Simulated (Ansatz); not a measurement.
Crystal: Ta$_{2}$O$_{3}$, cubic X2O3 (oxygen-deficient fluorite) type, 10 atoms in the cell.

Space group Pn-3m, simple cubic cell, positions in fractions of the edge: Ta (0.25 0.25 0.25), (0.75 0.75 0.25), (0.75 0.25 0.75), (0.25 0.75 0.75); O (0.5 0 0), (0 0.5 0), (0 0 0.5), (0.5 0.5 0), (0.5 0 0.5), (0 0.5 0.5).

Computed with PBE, plane waves, PAW datasets (generated soft set 1) in Ansatz 0.2.0 development build.

Cutoff 420 eV; k-mesh 22×22×22 Γ-centred; Fermi–Dirac smearing of 0.0612 eV; no spin polarisation; no spin–orbit coupling.

The fit to the energies gives V₀ = 11.966 Å³/atom (a₀ = 4.928 Å), B₀ = 245 GPa, B₀′ = 4.44.

Question: What pressure does the program print at V = 11.274 Å³/atom, and how far above the lowest computed point (V = 11.993 Å³/atom) does the energy lie?

Answer: 16.64 GPa and 34.03 meV/atom. All points:

```json
{"V (Å³/atom)": "11.274", "a (Å)": "4.8308", "E − E(min) (meV/atom)": "34.03", "P (GPa)": "16.64"}
{"V (Å³/atom)": "11.513", "a (Å)": "4.8648", "E − E(min) (meV/atom)": "13.97", "P (GPa)": "10.27"}
{"V (Å³/atom)": "11.753", "a (Å)": "4.8984", "E − E(min) (meV/atom)": "2.94", "P (GPa)": "4.56"}
{"V (Å³/atom)": "11.993", "a (Å)": "4.9315", "E − E(min) (meV/atom)": "0.00", "P (GPa)": "-0.55"}
{"V (Å³/atom)": "12.233", "a (Å)": "4.9641", "E − E(min) (meV/atom)": "4.33", "P (GPa)": "-5.14"}
{"V (Å³/atom)": "12.473", "a (Å)": "4.9964", "E − E(min) (meV/atom)": "15.16", "P (GPa)": "-9.26"}
{"V (Å³/atom)": "12.713", "a (Å)": "5.0282", "E − E(min) (meV/atom)": "31.83", "P (GPa)": "-12.95"}
```

The published all-electron PBE values for this crystal (mean of FLEUR and WIEN2k, k-spacing 0.06 Å⁻¹; Bosoni et al., Nat. Rev. Phys. 6, 45 (2024)) are V₀ = 11.993 Å³/atom, B₀ = 242.9 GPa, B₀′ = 4.39.

The stress includes the program's correction for the finite plane-wave basis.

This cubic structure is a model: it isn't the usual form of the substance at ambient conditions, and such phases are metastable or hypothetical. Spin polarisation is left out, and a magnetic state may lie lower.
